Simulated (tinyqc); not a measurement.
Ways to converge the cycle: SCF convergence aids in the sto-3g basis, for BH3, spin multiplicity 1. Computed by the program tinyqc with PySCF. RHF with one setting changed at a time; a run stops when the energy changes by less than 1e-09 hartree and the error matrix is below 1e-5. The start is the Wolfsberg-Helmholz matrix. Damping d keeps d of the old density; a shift (hartree) raises the virtual levels; DIIS n extrapolates F over n matrices.

Geometry (angstrom):

| atom | x | y | z |
|---|---|---|---|
| B | 0.0000 | 0.0000 | 0.0290 |
| H | 1.5430 | 0.0000 | 0.0000 |
| H | -0.7710 | 1.3360 | 0.0000 |
| H | -0.7710 | -1.3360 | 0.0000 |

lowest restricted solution found by these runs and by PySCF = -25.890575 hartree

Largest element of the error matrix X^T (FDS - SDF) X:

| iteration | plain | damping 0.3 | damping 0.6 | shift 0.4 | DIIS 3 | DIIS 8 |
|---|---|---|---|---|---|---|
| 1 | 4.6e-01 | 4.6e-01 | 4.6e-01 | 4.6e-01 | 4.6e-01 | 4.6e-01 |
| 2 | 1.0e-01 | 1.1e-01 | 2.5e-01 | 1.1e-01 | 1.0e-01 | 1.0e-01 |
| 3 | 2.9e-02 | 4.2e-02 | 1.4e-01 | 3.5e-02 | 1.6e-02 | 1.6e-02 |
| 4 | 7.4e-03 | 1.8e-02 | 8.1e-02 | 1.9e-02 | 3.4e-03 | 3.4e-03 |
| 5 | 1.9e-03 | 9.8e-03 | 4.8e-02 | 1.1e-02 | 1.6e-04 | 9.4e-05 |
| 6 | 6.5e-04 | 5.3e-03 | 3.0e-02 | 5.9e-03 | 1.4e-05 | 2.5e-06 |
| 8 | 6.5e-05 | 1.5e-03 | 1.3e-02 | 1.7e-03 | - | - |
| 10 | 7.0e-06 | 4.4e-04 | 6.8e-03 | 4.9e-04 | - | - |
| 14 | - | 3.6e-05 | 2.1e-03 | 4.1e-05 | - | - |
| 20 | - | - | 3.5e-04 | - | - | - |
| 30 | - | - | 1.6e-05 | - | - | - |

How each run ends:

| run | iterations | E (hartree) | state |
|---|---|---|---|
| plain | 11 | -25.890575 | lowest found |
| damping 0.3 | 19 | -25.890575 | lowest found |
| damping 0.6 | 40 | -25.890575 | lowest found |
| shift 0.4 | 17 | -25.890575 | lowest found |
| DIIS 3 | 7 | -25.890575 | lowest found |
| DIIS 8 | 7 | -25.890575 | lowest found |

What does the comparison show, and why?

6 of 6 runs reach the lowest restricted solution found, in 7 to 40 iterations (fastest: DIIS 3, DIIS 8). Plain steps already contract here, so damping only slows them. DIIS 3 and DIIS 8 gain by cancelling the error over several earlier matrices, much as a quasi-Newton step does.
